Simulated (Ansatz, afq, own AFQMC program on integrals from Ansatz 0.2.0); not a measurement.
## NaH₂⁻, singlet: a scan with AFQMC

| atom | x (Å) | y (Å) | z (Å) |
| --- | --- | --- | --- |
| Na | 0.0000 | 0.0000 | 0.0000 |
| H | 0.0000 | 0.0000 | -2.0658 |
| H | 0.0000 | 0.0000 | 2.0658 |

The Na1–H2 distance is changed with both sides rigid. Energies in kcal/mol count from this geometry (2.066 Å) at the same level; the start stands on RHF, each point on the determinant named.

Basis aug-cc-pVDZ. Noble-gas cores (and the filled d shells of Ga–Kr and In–Xe) are frozen. Integrals, coupled cluster, full CI and functionals: Ansatz 0.2.0; the random walks run on the same integrals in our own AFQMC program. The CISD trial takes its coefficients from CCSD amplitudes. Released means that phaseless walkers are propagated on without the constraint, phases kept. Uncertainties: one standard error, sampling alone.

Cautions, each for one point or more: higher spins were not checked; raised T1 diagnostic; restricted determinant unstable towards unrestricted; strong correlation.

```json
{"r(Na1–H2) / Å": "1.661", "det.": "RHF", "T1": "0.013", "weight": "0.93", "CCSD(T)": "10.0", "ph-AFQMC/CISD": "10.0 ± 0.02", "released AFQMC": "10.0 ± 0.02", "FCI": "10.0", "CCSDT(Q)": "10.0", "r2SCAN": "8.8", "B3LYP": "8.1"}
{"r(Na1–H2) / Å": "2.527", "det.": "RHF", "T1": "0.014", "weight": "0.93", "CCSD(T)": "3.1", "ph-AFQMC/CISD": "3.1 ± 0.02", "released AFQMC": "3.1 ± 0.02", "FCI": "3.1", "CCSDT(Q)": "3.1", "r2SCAN": "3.8", "B3LYP": "4.1"}
{"r(Na1–H2) / Å": "3.326", "det.": "RHF", "T1": "0.021", "weight": "0.92", "CCSD(T)": "13.8", "ph-AFQMC/CISD": "13.8 ± 0.03", "released AFQMC": "13.8 ± 0.02", "FCI": "13.8", "CCSDT(Q)": "13.8", "r2SCAN": "15.2", "B3LYP": "15.7"}
{"r(Na1–H2) / Å": "4.476", "det.": "RHF", "T1": "0.035", "weight": "0.90", "CCSD(T)": "25.5", "ph-AFQMC/CISD": "25.5 ± 0.03", "released AFQMC": "25.5 ± 0.02", "FCI": "25.5", "CCSDT(Q)": "25.5", "r2SCAN": "26.8§", "B3LYP": "27.4"}
{"r(Na1–H2) / Å": "7.071", "det.": "RHF", "T1": "0.047", "weight": "0.89", "CCSD(T)": "37.3", "ph-AFQMC/CISD": "37.4 ± 0.04", "released AFQMC": "37.4 ± 0.03", "FCI": "37.4", "CCSDT(Q)": "37.4", "r2SCAN": "34.4§", "B3LYP": "35.9§"}
```

Weight is that of the determinant in the CISD state; at the start T1 is 0.013 and the weight 0.93. § marks a functional whose ⟨S²⟩ is too high by over 0.1. Largest departures from full CI: CCSD(T) -0.1 kcal/mol at 7.071 (on RHF), ph-AFQMC/CISD 0.1 kcal/mol at 4.476 (on RHF), released AFQMC 0.0 kcal/mol at 7.071 (on RHF) (within the noise), CCSDT(Q) 0.0 kcal/mol at 7.071 (on RHF), r2SCAN 1.4 kcal/mol at 3.326, B3LYP 1.9 kcal/mol at 3.326. Functionals count only at points shown to share the start's state and spin. In this small basis the wave-function levels are far from their limit, so their gap to the functionals isn't the functionals' error.

Some points may be missing: those where a free walk finds a much lower state, and past Zn most of those on another determinant than at the start.

CCSDT and higher add their correlation energy to the determinant of the CCSD(T) run, since their own runs factorise the integrals more tightly (a shift of under 2 meV). A walk keeps the symmetry of its determinant, which the program's search chose and which needn't be the lowest solution, so a lower state of the same spin and another symmetry isn't excluded. Released energies are given only where the last usable release times agree within the noise; a slower fall can still hide under it.
